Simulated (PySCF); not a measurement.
How far each method lies from full CI for AlC, doublet

Geometry: a point of a stretch scan, not a stationary point.

```xyz
2

Al    0.0000    0.0000    0.0000
C     0.0000    0.0000    2.2000
```

Basis 6-31G; PySCF 2.14.0. Correlated methods freeze the noble-gas cores, which leaves 7 electrons in 16 orbitals. Prefix R: restricted or restricted open-shell reference; prefix U: unrestricted.

Full CI is exact within this basis and frozen core; it isn't the basis-set limit. The frozen core follows each run's orbitals, which can shift R against U totals by a few meV.

The UHF ⟨S²⟩ is 1.862. The ⟨S²⟩ of the determinant under UCCSD is 0.760. The T1 diagnostic (ROHF- or RHF-based CCSD) is 0.0275 and the largest doubles amplitude (ROHF- or RHF-based CCSD) is 0.134.

| level | E − E(RHF) (eV) |
| --- | --- |
| RMP2 | -1.8431 |
| RCCSD | -2.7168 |
| RCCSD(T) | -2.7846 |

Estimate how far full CI in 6-31G lies from RCCSD(T). The table doesn't fix it; the size of (T) and the diagnostics are the guide.

Full CI in 6-31G lies 26.0 kJ/mol below RCCSD(T), which is 398 % of the (T) step (-6.5 kJ/mol). More than one determinant leads, and the rest is a large part of (T). The miss exceeds 1 kcal/mol.

The other levels:

```json

```

The correlation energy at full CI, counted from RHF, is -3.054 eV. The search over symmetries took 33 s on 1 thread of Intel Xeon, shared host; the state has 254,800 determinants.

Run but not shown, since their state, orbitals or frozen core can't be matched to the reference's or they repeat it: UHF, UMP2, UCCSD, UCCSD(T).

Times are those of the correlated step on a shared host, with one SCF added for the restricted CCSD run; they ran on 1 thread of Intel Xeon.

The full-CI state has the irrep B2 of C2v, in the program's axes (one component, if the state is degenerate).

Natural occupations of full CI about the gap: 1.961 1.797 1.473 0.969 0.457 0.222 0.055 0.029 0.009 0.008; effectively unpaired electrons, Σ n²(2−n)², 2.41. No single determinant describes this state well, so single-reference rows can miss without a flag.
